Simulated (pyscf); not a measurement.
A first-order saddle from PySCF, ωB97X-D3(BJ)/def2-SVP:

```
Si
H 1 1.4823
H 1 1.5022 2 111.75
H 1 1.5023 2 112.82 3 -113.59
H 1 1.7187 2 93.15 3 161.38
H 5 1.0201 1 73.18 2 -96.64
P 6 1.7769 5 172.59 1 4.32
H 7 1.4202 6 110.05 5 39.89
P 7 2.2050 8 98.05 6 114.40
H 9 1.4235 7 96.12 8 140.88
H 9 1.4278 10 93.59 7 -98.44
```

Surface: singlet, charge 0. Lowest wavenumbers (cm⁻¹): 1649i, 82, 91, 119, 215.

**Question.** Which two sides does it connect, and which bonds change?

**Answer.** H₂P–PH₂ + SiH₄ ⇌ H₃Si–PH–PH₂ + H₂, a four-centre exchange read from left to right: H–P, H–Si broken and P–Si, H–H formed. At ωB97M-D3(BJ)/def2-TZVP it lies +66.7 kcal/mol from the left side and +67.3 kcal/mol from the right (each side as separated species at their lowest minima found). At the saddle there is also a short H–Si contact that neither side keeps. This is the saddle that the search found; another between the same sides may lie lower.
